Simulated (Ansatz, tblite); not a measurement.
Removing an electron: Si(SiH3)2H2 (Si3H8). Total charge 0; singlet. Geometry: PBE0-D4/def2-SVP. Ansatz, gas phase; energy differences of separate SCF runs; the oxidised species was run as a doublet alone.

```tsv
atom	x (Å)	y (Å)	z (Å)
Si1	0.9391	-0.1689	0.2701
Si2	-0.9057	-1.4691	0.9057
H3	-1.8849	-0.6193	1.6528
H4	-0.4903	-2.6103	1.7782
H5	-1.5796	-2.0121	-0.3146
Si6	0.2223	1.5925	-1.1017
H7	-0.7620	2.4391	-0.3579
H8	-0.4490	1.0381	-2.3181
H9	1.3711	2.4484	-1.5299
H10	1.9238	-1.0186	-0.4731
H11	1.6152	0.3802	1.4886
```

The xTB rows come from tblite.

```json
{"level": "GFN1-xTB", "−HOMO (eV)": "11.19", "vertical IE (eV)": "13.30", "−LUMO (eV)": "7.56", "HOMO–LUMO gap (eV)": "3.62"}
{"level": "r2SCAN-D4/def2-TZVP", "−HOMO (eV)": "7.20", "vertical IE (eV)": "9.77", "−LUMO (eV)": "0.82", "HOMO–LUMO gap (eV)": "6.38"}
{"level": "PBE0-D4/def2-TZVP", "−HOMO (eV)": "8.01", "vertical IE (eV)": "9.86", "−LUMO (eV)": "0.24", "HOMO–LUMO gap (eV)": "7.77"}
```

**Question.** Estimate the rows for GFN2-xTB, PBE-D4/def2-TZVP.

**Answer.** 
```tsv
level	−HOMO (eV)	vertical IE (eV)	−LUMO (eV)	HOMO–LUMO gap (eV)
GFN2-xTB	9.52	12.07	5.59	3.93
PBE-D4/def2-TZVP	6.95	9.68	1.05	5.90
```

Relaxing the oxidised species (PBE0-D4/def2-SVP) changes its energy by -0.73 eV at PBE0-D4/def2-TZVP, so the adiabatic ionisation energy to this nearest minimum is 9.13 eV. At PBE-D4/def2-TZVP it is 9.01 eV.   Raw xTB energy differences between charge states are shifted by several eV; the methods need an empirical correction for them.
